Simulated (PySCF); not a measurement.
Species: 2-methylbutanenitrile, C5H9N.
SMILES with atom numbers: `[CH3:1][CH2:2][C@@H:3]([CH3:4])[C:5]#[N:6]` (hydrogens: H7, H8, H9 on C1; H10, H11 on C2; H12 on C3; H13, H14, H15 on C4)

An MMFF94s structure was refined with PySCF, PBE0-D3(BJ)/def2-SVP geometry optimisation, gas phase. Its MMFF94s values:

```json
{"coordinate": "C1–C2", "MMFF94s": "1.524 Å"}
{"coordinate": "C1–H7", "MMFF94s": "1.094 Å"}
{"coordinate": "C2–C3", "MMFF94s": "1.537 Å"}
{"coordinate": "C2–H10", "MMFF94s": "1.097 Å"}
{"coordinate": "C2–H11", "MMFF94s": "1.097 Å"}
{"coordinate": "C3–C4", "MMFF94s": "1.529 Å"}
{"coordinate": "C3–C5", "MMFF94s": "1.475 Å"}
{"coordinate": "C3–H12", "MMFF94s": "1.097 Å"}
{"coordinate": "C4–H13", "MMFF94s": "1.096 Å"}
{"coordinate": "C5≡N6", "MMFF94s": "1.160 Å"}
{"coordinate": "C1–C2–C3", "MMFF94s": "113.0°"}
{"coordinate": "C2–C3–C4", "MMFF94s": "110.2°"}
{"coordinate": "C2–C3–C5", "MMFF94s": "111.3°"}
{"coordinate": "C3–C5–N6", "MMFF94s": "179.9°"}
{"coordinate": "C4–C3–C5", "MMFF94s": "109.6°"}
{"coordinate": "C1–C2–C3–C4", "MMFF94s": "171°"}
```

**Question.** How do these coordinates change at the PBE0-D3(BJ)/def2-SVP level?

**Answer.** 
| coordinate | PBE0-D3(BJ)/def2-SVP (Å or °) | change |
| --- | --- | --- |
| C3–C5 | 1.465 | -0.010 |
| C3–H12 | 1.105 | +0.008 |
| C1–H7 | 1.101 | +0.007 |
| C1–C2 | 1.518 | -0.006 |
| C2–H10 | 1.103 | +0.006 |
| C2–H11 | 1.103 | +0.006 |
| C4–H13 | 1.099 | +0.003 |
| C5≡N6 | 1.158 | -0.002 |
| C2–C3 | 1.536 | -0.001 |
| C3–C4 | 1.529 | 0.000 |
| C2–C3–C4 | 112.5 | +2.3 |
| C3–C5–N6 | 178.5 | -1.4 |
| C1–C2–C3 | 114.1 | +1.1 |
| C4–C3–C5 | 110.4 | +0.8 |
| C2–C3–C5 | 110.6 | -0.7 |
| C1–C2–C3–C4 | 177 | +6 |

The energy falls by 0.038 eV over 8 energy and gradient evaluations, the largest force component goes from 0.0153 to 4.4e-04 Eh/bohr, and the atoms move by 0.072 Å rms after alignment. The bond that changes most is C3–C5 (sp3 carbon next to a nitrile to nitrile carbon), which shortens by 0.010 Å. Bonds longer at the end by more than 0.005 Å: 6 of 14; shorter: 2. Rotational constants go from 4169, 3023, 1901 to 4081, 3141, 1920 MHz.

The run used 129 basis functions and 52 SCF cycles in all. The force-field search had found conformers at 0.0, 0.7, 0.8 kcal/mol (up to eight listed); the lowest was the start. Time: 46 s. Hardware: Arm Neoverse V2, one thread, on a shared host.

No PBE0-D3(BJ)/def2-SVP frequencies stand behind this structure, so it isn't proved a minimum. The numbers are those of one conformer.

Shape of the structure used: `[CH3:1][CH2:2][C@@H:3]([CH3:4])[C:5]#[N:6]`: C1–C2–C3–C4 177°.
